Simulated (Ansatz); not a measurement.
Input file:

```yaml
crystal:
  periodic: [false, false, false]
  atoms:
    - {symbol: Si, position_ang: [0.000000, 0.000000, 0.000000]}
    - {symbol: Si, position_ang: [0.000000, 0.000000, 3.720000]}
basis:
  gaussian: {orbitals: 6-31G}
magnetization: {spin_polarized: false}
hamiltonian: {xc: hf}
accuracy: high
scf: {lower_state_search: off}
output: {orbitals: {seedname: orbitals}}
```

```sh
$ ansatz run in.yaml --threads 1 --pin off --events-out ev --progress --plain --max-ram 2393MiB
```

Output:

```
these checks for a lower state are left out or cut short: stability, starts, cluster_reference, orbital_swaps, neighbouring_geometries, increment
498 factors; integrals over basis functions are off by at most 3.2e-9 eV
mean field evaluation 1: about -15715.0948 eV, gradient 3.0e0 eV
mean field evaluation 2: about -15715.0955 eV, gradient 3.0e0 eV
mean field evaluation 4: about -15715.1823 eV, gradient 1.8e-1 eV
mean field evaluation 8: about -15715.1827 eV, gradient 5.2e-3 eV
mean field evaluation 16: about -15715.1825 eV, gradient 5.4e-6 eV
mean field -15715.18246295 eV, -577.5223033800 hartree, gradient 4.0e-8 eV, S^2 0.000000; 0 other end points of the search recorded, 0 dependent functions left out
reference -15715.18246295 eV, -577.5223033800 hartree; 14, 14 occupied and 12, 12 virtual orbitals, 498 factors
Total energy: -15715.18246295 eV, -577.5223033800 hartree
Checks for a lower state left out: stability, starts, cluster_reference, orbital_swaps, neighbouring_geometries, increment
```

Ran on 1 thread of Arm Neoverse V1, shared host: 0.24 s wall, 0.2 GiB peak host memory.
